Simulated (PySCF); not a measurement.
A structure optimised at ωB97X-D3(BJ)/def2-SVP, used in a PySCF frequency run:

```xyz
11

C      0.0000     0.0000     1.3848
C      0.0000    -1.1985     0.6718
C      0.0000    -1.1410    -0.7240
N      0.0000     0.0000    -1.4146
C      0.0000     1.1410    -0.7240
C      0.0000     1.1985     0.6718
H      0.0000     0.0000     2.4789
H      0.0000    -2.1642     1.1839
H      0.0000    -2.0667    -1.3130
H      0.0000     2.0667    -1.3130
H      0.0000     2.1642     1.1839
```

**Question.** Write its SMILES, formula and point group.

**Answer.** c1ccncc1, C5H5N, C2v

**Question.** What are its rotational constants (standard atomic weights)?

**Answer.** 6.0286, 5.8135, 2.9595 GHz
